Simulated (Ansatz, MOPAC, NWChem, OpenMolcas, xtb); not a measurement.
# How methods differ on SiH2F2 (SMILES F[SiH2]F)

SiH2F2, singlet, SMILES `F[SiH2]F`. Each level relaxes the structure for itself.

Each level gives the zero-point energy at each level's own minimum (kJ/mol). The values are calculated.

| level | kind | program | value (kJ/mol) |
| --- | --- | --- | --- |
| MNDO | semi-empirical | MOPAC | 63.0 |
| PM6 | semi-empirical | MOPAC | 54.1 |
| PM6-DH+ | semi-empirical | MOPAC | 54.1 |
| GFN1-xTB | semi-empirical | xtb | 55.8 |
| HF/3-21G | Hartree–Fock | OpenMolcas | 65.2 |
| HF/6-31G* (Cartesian functions) | Hartree–Fock | OpenMolcas | 65.7 |
| HF/cc-pVTZ | Hartree–Fock | OpenMolcas | 64.0 |
| BP86-D3(BJ)/def2-SVP | GGA | NWChem | 58.5 |
| PBE/def2-SVP | GGA | NWChem | 58.4 |
| PBE0-D4/def2-TZVP | global hybrid | Ansatz | 60.3 |

Harmonic and unscaled. The values span 54.1 to 65.7 kJ/mol.
